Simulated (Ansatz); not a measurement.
Calculated with Ansatz (gas phase, PBE0-D4/def2-TZVP geometries, no zero-point term in ΔE). CCSD(T)/CBS adds triple-zeta CCSD(T) − MP2 to the extrapolated MP2 energy (def2 sets, frozen cores). DFT in def2-TZVPP. B3LYP here is the variant with VWN-RPA as its local correlation; programs differ in this. One conformer a species, not always the lowest.

Consider the isomerisation: `COCC=S` → `CCC(=O)S`.

`COCC=S`:

Z-matrix (Å, degrees):
```
C
O 1 1.407
H 1 1.098 2 112.0
H 1 1.098 2 111.2 3 121.4
H 1 1.089 2 107.2 3 -119.4
C 2 1.399 1 112.6 3 -61.8
C 6 1.498 2 113.2 1 73.1
H 6 1.097 2 106.5 1 -169.4
H 6 1.098 2 112.3 1 -52.0
S 7 1.606 6 125.5 2 -151.9
H 7 1.094 6 113.6 2 30.2
```

`CCC(=O)S`:

Cartesian coordinates in Å:
```
C -1.536 0.003 -0.225
C -0.237 -0.330 0.480
C 0.973 0.233 -0.223
O 0.940 0.878 -1.230
S 2.506 -0.168 0.618
H -1.678 1.082 -0.294
H -1.542 -0.393 -1.241
H -2.381 -0.423 0.318
H -0.092 -1.412 0.567
H -0.227 0.052 1.507
H 3.273 0.478 -0.275
```

```csv
level,ΔE (kcal/mol),difference from CCSD(T)/CBS
PBE-D4,-38.6,-3.9
r2SCAN-D4,-39.3,-4.6
B3LYP-D4,-36.2,-1.5
ωB97M-V,-36.2,-1.5
PBE,-38.4,-3.7
CCSD(T)/def2-TZVPP,-34.6,0.1
HF/def2-QZVPP,-34.3,0.4
SCS-MP2/def2-QZVPP,-35.3,-0.6
HF/CBS(def2),-34.3,0.4
MP2/CBS(def2),-36.5,-1.8
CCSD(T)/CBS,-34.7,0
```

Largest T1 diagnostic among the species: 0.014.

From PBE to PBE0 (25 % exact exchange), in def2-TZVPP and without D4, ΔE moves by +0.7 kcal/mol.
